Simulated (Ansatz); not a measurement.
Relaxed structures of CH4S2, singlet (PBE0-D4/def2-TZVP; forces vanish, vibrations not checked; lower isomers may exist, and structures with a doubtful reference or unclear bonds are left out; Å). Ansatz 0.2.0; basis: def2-TZVPP; cores frozen in the correlated methods.

Problem. Rank them by CCSD(T) energy, lowest first, and give each one's height above the lowest. Links in brackets join atoms within 1.22 times the sum of their covalent radii (1.1 for two metals). (To be estimated.)
A.
a complex of CH₂S ([CH2][S]) + H₂S
```
7
angstrom
S -0.7037 -0.0487 -1.6285
C -0.6019 -0.3007 -0.0496
S 2.6371 0.1918 0.9787
H 2.2893 1.2423 0.2200
H -0.3875 -1.2823 0.3719
H -0.7517 0.4953 0.6792
H 2.6805 -0.6241 -0.0854
```
B.
CH₄S₂ ([SH][CH2][SH])
```
7
angstrom
S -1.0526 0.7211 -1.1217
C -0.0636 -0.1477 0.1232
S 1.6033 0.5592 0.0559
H -2.2220 0.6378 -0.4667
H -0.0146 -1.2118 -0.1004
H -0.5049 0.0042 1.1065
H 2.2544 -0.5628 0.4033
```
C.
a complex of CH₂S₂ ([S][CH][SH]) + H₂
```
7
angstrom
S -1.1800 2.0371 -0.4256
C -0.1914 0.6401 -0.2301
S 1.4205 0.6667 -0.2664
H -2.3712 1.4218 -0.3071
H 0.2524 -2.7414 0.2821
H -0.7488 -0.2852 -0.0765
H 0.7511 -2.1908 0.1873
```

Solution. The calculation gives: B (0.00 kcal/mol), A (16.74 kcal/mol), C (25.41 kcal/mol). Heights count from the lowest.

No T1 diagnostic of these runs exceeds 0.017. The restricted Hartree–Fock reference is unstable towards an unrestricted one at one or more of these structures.

For scale, one of the runs: CCSD(T)/def2-TZVPP, 171 basis functions, launched by `ansatz run in.yaml --threads 2 --pin off --events-out ev --progress --plain --max-ram 4352MiB`. The run took 9 s on 2 CPU threads of an Intel Xeon 6975P-C (shared host), with 1.5 GiB of host memory at its peak.
